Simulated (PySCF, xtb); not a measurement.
acetamide cation (C2H5NO), SMILES CC(N)=O (connectivity only; charge and spin as stated), charge +1, multiplicity 2. Other conformers were not sampled.

Harmonic wavenumbers (cm⁻¹) from xtb 6.7.1 with GFN2-xTB at its own minimum, in rising order: 152, 315, 484, 488, 560, 622, 775, 888, 939, 1029, 1217, 1264, 1298, 1388, 1411, 1778, 2953, 2991, 2995, 3339, 3424.

### Question
What does B3LYP-D3(BJ)/def2-SVP in PySCF give at its own minimum? (Estimate from the structure and the level; the computed values follow.)

### Answer
79, 374, 471, 537, 603, 690, 843, 975, 991, 1089, 1275, 1372, 1413, 1432, 1591, 1706, 3027, 3134, 3160, 3511, 3629. Paired by order, the mean absolute difference is 91 cm⁻¹ and the zero-point energies are 43.3 and 45.6 kcal/mol.
